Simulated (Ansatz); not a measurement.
The same path of H₂S₂Si (5 atoms, charge 0, multiplicity 1) was run twice with different band settings. The coordinate that changes most is the dihedral S1–Si2–S3–H5.

All numbers below come from RKS B3LYP-D4/6-31G* (Ansatz 0.2.0).

Relaxed end points:

```xyz
5
Properties=species:S:1:pos:R:3
S -1.919 0.625 0.779
Si -0.508 -0.314 -0.199
S 1.580 0.056 -0.159
H -0.670 -1.449 -1.138
H 1.517 1.082 0.718
```

```xyz
5
Properties=species:S:1:pos:R:3
S -2.357 0.423 0.665
Si -0.597 -0.097 -0.005
S 1.237 0.828 0.539
H -0.298 -1.189 -0.967
H 2.015 0.035 -0.233
```

Common settings: movable images 5; spring 5.0 eV/Å²; start path through a guess of the saddle point; force threshold 0.05 eV/Å; iteration limit 60; end points relaxed.

| run | climbing image | optimiser |
| --- | --- | --- |
| 1 | yes | quadratic models (default) |
| 2 | from the first iteration | fire |

**Question.** What does each run give, and how far can it be trusted?

**Answer.** Run 1: converged after 7 iterations, highest image 0.374 eV above the first end. A vibrational analysis at the climbing image gives one clearly imaginary mode, 353i cm⁻¹: a first-order saddle point.
Run 2: converged after 35 iterations, highest image 0.375 eV above the first end. Another band between the same ends (5 images) ends at a top of the same energy, where a vibrational analysis finds 1 clearly imaginary mode.
